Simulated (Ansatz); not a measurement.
# Relative stability

Two relaxed structures of CH4OSi, closed shell (PBE0-D4/def2-TZVP; forces vanish, vibrations not checked).

A:

C1  (-0.588, 0.530, 0.040)
Si2  (0.834, -0.286, -0.329)
O3  (2.096, -0.941, -0.844)
H4  (1.295, -1.392, 1.628)
H5  (-1.036, 0.447, 1.020)
H6  (-1.060, 1.154, -0.707)
H7  (0.661, -1.087, 1.904)
(Å)

B:

```
7
angstrom
C -0.6666 0.4462 -0.2358
Si 0.8199 -0.5534 0.2173
O 1.7527 -1.2691 -0.7419
H -0.8101 0.4752 -1.3158
H -1.5571 0.0219 0.2386
H -0.5577 1.4666 0.1451
H 1.0189 -0.5873 1.6926
```

Ansatz 0.2.0; basis: def2-TZVPP; cores frozen in the correlated methods. B3LYP uses VWN-RPA correlation.

Q: Which structure is lower at CCSD(T), and by how much? (An estimate is asked for; the value comes from the calculation.)

A: The calculation gives: B, by 65.64 kcal/mol (electronic energy, against the other). By their contacts, A is a complex of CH₂OSi ([CH2][Si][O]) + H₂ and B is CH₄OSi ([CH3][SiH][O]).

All methods give the same order:

```csv
method,E(B) − E(A) (kcal/mol)
PBE-D4,-61.81
r2SCAN-D4,-64.61
PBE0-D4,-66.41
B3LYP-D4,-64.62
wB97M-V,-65.22
HF,-73.59
MP2,-65.21
CCSD,-67.58
CCSD(T),-65.64
```

T1 diagnostic: at most 0.020.

Labels in which every atom is bracketed show which atoms are joined, not bond orders.

For scale, one of the runs: CCSD(T)/def2-TZVPP, 160 basis functions, launched by `ansatz run in.yaml --threads 2 --pin off --events-out ev --progress --plain --max-ram 4352MiB`. The run took 6 s on 2 CPU threads of an AMD EPYC 9R45 (shared host), with 1.2 GiB of host memory at its peak.
